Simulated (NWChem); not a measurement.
Program: NWChem. System: sulfur dioxide (O2S), charge 0, spin multiplicity 1, at a geometry optimised with PBE0/def2-SVP. Level: MP2/def2-SVP, 7 core orbitals frozen.

Input file:

```
start mol
memory heap 200 mb stack 900 mb global 1100 mb
geometry units angstroms nocenter noautoz
  O      1.250381     0.000000    -0.371341
  S      0.000000     0.000000     0.371341
  O     -1.250381     0.000000    -0.371341
  symmetry group C2v
end
basis spherical
  * library def2-svp
end
scf
  rhf
  nopen 0
  maxiter 100
  thresh 1e-7
  semidirect memsize 60000000 filesize 0
end
mp2
  freeze core 7
end
task mp2 energy
```

Output (cleaned and shortened):

```
             Northwest Computational Chemistry Package (NWChem) 7.3.0
             --------------------------------------------------------

                                NWChem Input Module
                                -------------------

 Scaling coordinates for geometry "geometry" by  1.889725989
 (inverse scale =  0.529177249)

 Turning off AUTOSYM since
 SYMMETRY directive was detected!

                             Geometry "geometry" -> ""
                             -------------------------

 Output coordinates in angstroms (scale by  1.889725989 to convert to a.u.)

  No.       Tag          Charge          X              Y              Z
 ---- ---------------- ---------- -------------- -------------- --------------
    1 O                    8.0000     1.25038100     0.00000000    -0.37134100
    2 S                   16.0000     0.00000000     0.00000000     0.37134100
    3 O                    8.0000    -1.25038100     0.00000000    -0.37134100

 Effective nuclear repulsion energy (a.u.)     106.6928283177

            Nuclear Dipole moment (a.u.)
            ----------------------------
        X                 Y               Z
 ---------------- ---------------- ----------------
     0.0000000000     0.0000000000     0.0000000000

      Symmetry information
      --------------------

 Group name             C2v
 Group number             16
 Group order               4
 No. of unique centers     2

      Symmetry unique atoms

     1    2


 Summary of "ao basis" -> "" (spherical)
 ------------------------------------------------------------------------------
       Tag                 Description            Shells   Functions and Types
 ---------------- ------------------------------  ------  ---------------------
 *                          def2-svp                  on all atoms

 Summary of "ao basis" -> "ao basis" (spherical)
 ------------------------------------------------------------------------------
       Tag                 Description            Shells   Functions and Types
 ---------------- ------------------------------  ------  ---------------------
[...]
     1   1 0 0     -0.000000      0.000000      0.000000
     1   0 1 0      0.000000      0.000000      0.000000
     1   0 0 1      0.945394      0.000000      0.000000

     2   2 0 0    -21.297655      0.000000     89.331039
     2   1 1 0      0.000000      0.000000      0.000000
     2   1 0 1     -0.000000      0.000000      0.000000
     2   0 2 0    -15.214649      0.000000      0.000000
     2   0 1 1     -0.000000      0.000000      0.000000
     2   0 0 2    -16.969298      0.000000     15.757723

                   NWChem MP2 Semi-direct Energy/Gradient Module
                   ---------------------------------------------

  Basis functions       =     46
  Molecular orbitals    =     46
  Frozen core           =      7
  Frozen virtuals       =      0
  Active alpha occupied =      9
  Active beta occupied  =      9
  Active alpha virtual  =     30
  Active beta virtual   =     30
  Use MO symmetry       = T
  Use skeleton AO sym   = T

  AO/Fock/Back tols     =   1.0D-09  1.0D-09  1.0D-09

 GA uses MA = F    GA memory limited = T

 Available:
  local mem=  1.26D+08
 global mem=  1.44D+08
 local disk=  0.00D+00
  mp2_memr nvloc                    30
  nvloc new                    30
   1 passes of   9:        3145728                      11201                    993286.
   1 passes of   9: M    126154311           G      144174968           F     123008583.

 Semi-direct pass number   1 of   1  for RHF alpha+beta  at        0.1s
  vrange nnbf                  1078
  mp2_eaftype                    10  avail_ma_in_mb                  1099
 EAF : mp2_eaftype filesize          10     496643.
  mp2_eaf for mointskh                     10
Node 0 wrote      2.3 Mb in      0.0 s     Agg I/O rate:  2431.3 Mb/s
 Done moints_semi at        0.3s
  mp2_eaftype                    10  avail_ma_in_mb                  1089
 EAF : mp2_eaftype filesize          10     496643.
  mp2_eaf for kh                    10
 Done maket at        0.3s
 Done multipass loop at        0.3s

          -------------------------------------------
          SCF energy                -546.922326721035
          Correlation energy          -0.524834707178
          Singlet pairs               -0.305122256884
          Triplet pairs               -0.219712450294
          Total MP2 energy          -547.447161428213
          -------------------------------------------

          ---------------------------------------------------
                    Spin Component Scaled (SCS) MP2
          Same spin pairs                     -0.146474966863
          Same spin scaling factor             0.333333333333
          Opposite spin pairs                 -0.378359740316
          Opposite spin scaling fact.          1.200000000000
          SCS-MP2 correlation energy          -0.502856677333
          Total SCS-MP2 energy              -547.425183398368
          ---------------------------------------------------

 -----------------------
 Performance information
 -----------------------

 Timer overhead =  9.63D-08 seconds/call

               Nr. of calls         CPU time (s)                 Wall time (s)                GFlops
             ---------------    -------------------     ------------------------------   -------------------
Name         Min   Avg   Max    Min     Avg     Max     Min     Avg     Max   Mx/calls   Min     Max     Sum
mp2: moin     1     1     1   0.16    0.16    0.16     0.16    0.16    0.16    0.16      0.0     0.0     0.0
mp2: make     1     1     1   1.12E-2 1.12E-2 1.12E-2  1.12E-2 1.12E-2 1.12E-2 1.12E-2   0.0     0.0     0.0
mp2: tota     1     1     1   0.18    0.18    0.18     0.18    0.18    0.18    0.18      0.0     0.0     0.0

 The average no. of pstat calls per process was 3.00D+00
 with a timing overhead of 2.89D-07s

 Task  times  cpu:        0.3s     wall:        0.3s

 Total times  cpu:        0.3s     wall:        0.3s
```
